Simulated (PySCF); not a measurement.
Bonds broken one at a time in the series HO-X. Gas-phase values, no solvent. One relaxed conformer stands for each flexible species; it need not be the lowest. Strings in code marks are SMILES.

The four lowest singlet excitations (Tamm–Dancoff). Calculation: M06-2X/def2-TZVP // B3LYP-D3(BJ)/def2-TZVP in PySCF. Excitations are Tamm–Dancoff values on a coarser integration grid. The basis has no diffuse functions, so Rydberg states are missing or too high.

```json
[
 {"state": "S1", "energy (eV)": "7.63", "wavelength (nm)": "163", "oscillator strength": "0.040"},
 {"state": "S2", "energy (eV)": "8.22", "wavelength (nm)": "151", "oscillator strength": "0.062"},
 {"state": "S3", "energy (eV)": "8.50", "wavelength (nm)": "146", "oscillator strength": "0.057"},
 {"state": "S4", "energy (eV)": "8.79", "wavelength (nm)": "141", "oscillator strength": "0.073"}
]
```

### Question
Which member gives these states?
(A) `CCO` (C–C–O–H torsion 59°)
(B) `C[Si](C)(C)O` (C–Si–O–H torsion 60°)
(C) `O[SiH3]`
(D) `O=CO` (O–C–O–H torsion 0°)

### Answer
B, `C[Si](C)(C)O` (C–Si–O–H torsion 60°)
